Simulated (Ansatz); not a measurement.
# NHS (singlet): the correlation ladder at distance N1–S2 = 1.223 Å, cc-pVDZ

Aim: climb from Hartree-Fock through coupled cluster and multireference methods for NHS (singlet) at one geometry and basis, and see what each rung misses.

Program: Ansatz 0.2.0, Gaussian basis. Level of theory: cc-pVDZ, core rule «outside noble gas», up to 6 orbitals frozen. These are calculated values, not measurements.

Plan: UHF; CCSD(T) on RHF; CCSD(T) on UHF; BCCD(T) on RHF; CISD; CCSDT(Q) on RHF; CCSDT(Q) on UHF; CASSCF and MRCISD+Q, 2 electrons in 2 orbitals; CASSCF and NEVPT2, 2 electrons in 2 orbitals; CASSCF and MRCISD+Q, 12 electrons in 9 orbitals; CASSCF and NEVPT2, 12 electrons in 9 orbitals.

23 further runs of the same task are left out: 2 for a known fault of the program, 1 for a mislabelled method, 17 that didn't finish, 3 set aside as unsound or not needed.

## 1. The geometry

The geometry derives from a PBE0/def2-TZVP stationary point (not a proven minimum). One bond is set to the value named and the two fragments are kept rigid.

3 atoms, charge 0, spin multiplicity 1.

Atoms are counted from 1 here; the program's logs count them from 0.

Bond lengths: N1–S2 1.223 Å, N1–H3 1.028 Å. Angles: S2–N1–H3 109.6°.

## 2. UHF

in.yaml reads:

```yaml
crystal:
  periodic: [false, false, false]
  atoms:
    - {symbol: N, position_ang: [0.000000, -0.104593, 0.819174]}
    - {symbol: S, position_ang: [0.000000, 0.019791, -0.397485]}
    - {symbol: H, position_ang: [0.000000, 0.823856, 1.261414]}
basis:
  gaussian: {orbitals: cc-pVDZ}
magnetization: {spin_polarized: true, initial_magnetization: 0}
hamiltonian: {xc: hf}
output: {orbitals: {seedname: orbitals}}
```

Run with:

```console
ansatz run in.yaml --threads 1 --pin off --events-out ev --progress --plain --max-ram 2393MiB
```

Further steps of the session: CCSD(T) on RHF; CCSD(T) on UHF; BCCD(T) on RHF; CISD; CCSDT(Q) on RHF; CCSDT(Q) on UHF; CASSCF and MRCISD+Q, 2 electrons in 2 orbitals; CASSCF and NEVPT2, 2 electrons in 2 orbitals; CASSCF and MRCISD+Q, 12 electrons in 9 orbitals; CASSCF and NEVPT2, 12 electrons in 9 orbitals.

Before running them: what should the planned runs give, taken together? Wanted: RCCSDT(Q) below the RHF energy; RMP2 from RCCSDT(Q); UMP2 from RCCSDT(Q); RCCSD from RCCSDT(Q); RCCSD(T) from RCCSDT(Q); UCCSD(T) from RCCSDT(Q); UCCSDT(Q) from RCCSDT(Q); NEVPT2 pair from RCCSDT(Q); MRCISD+Q pair from RCCSDT(Q).

As calculated:

| quantity | value |
| --- | --- |
| RCCSDT(Q) below the RHF energy | -8.2292 eV |
| RMP2 from RCCSDT(Q) | +852.4 meV |
| UMP2 from RCCSDT(Q) | +931.8 meV |
| RCCSD from RCCSDT(Q) | +256.4 meV |
| RCCSD(T) from RCCSDT(Q) | +36.2 meV |
| UCCSD(T) from RCCSDT(Q) | +64.3 meV |
| UCCSDT(Q) from RCCSDT(Q) | +1.5 meV |
| NEVPT2 pair from RCCSDT(Q) | +823.3 meV |
| MRCISD+Q pair from RCCSDT(Q) | +99.4 meV |
| NEVPT2 valence from RCCSDT(Q) | +1330.4 meV |
| levels within 1 kcal/mol (43 meV) | RCCSD(T), BCCD(T), RCCSDT, UCCSDT, UCCSDT(Q) |
| T1 diagnostic | 0.010 |
| effectively unpaired electrons | 0.02 |

**Reading.** RCCSD(T) lands +36.2 meV from the yardstick (0.4 % of the correlation energy). CCSD(T) misses by +36.2 meV on the restricted determinant and by +64.3 meV on the unrestricted one; the two need not hold the same state or core. One determinant dominates. Of the multireference levels listed MRCISD+Q valence comes nearest in total energy (+61.5 meV), which doesn't show that its space is the better one. These misses are within one basis, not against nature.
